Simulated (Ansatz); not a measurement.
Diamond, treated with PBE in Ansatz (plane waves, PAW).

Settings: plane-wave cutoff 520 eV, 12×12×12 k mesh, perturbation theory, force constants from a 4×4×4 q mesh, scalar-relativistic PAW data made under PBE.

Quasi-harmonic lattice constant against temperature at zero pressure (zero-point motion included); the last value is withheld.

```tsv
T (K)	lattice constant (Å)
300	3.5856
400	3.5862
500	3.5871
600	3.5882
700	3.5895
800	?
```

Q: Fit a straight line to the rows shown and predict the value at 800 K, and give the mean linear expansion coefficient over the rows shown.

A: Means: 500 K and 3.58732 Å. Σ(T − T̄)(y − ȳ) = 0.9800 and Σ(T − T̄)² = 100000, so the slope is 9.8e-06 Å/K. Divided by the mean, α = 2.7 × 10⁻⁶/K. At 800 K: 3.58732 + (9.8e-06) × 300 = 3.5903 Å. The run gives 3.5909 Å.

At 300 K the run's own coefficient is 1.2 × 10⁻⁶/K.

Anharmonicity beyond the change of volume is left out.

Ansatz is a program for electronic structure.
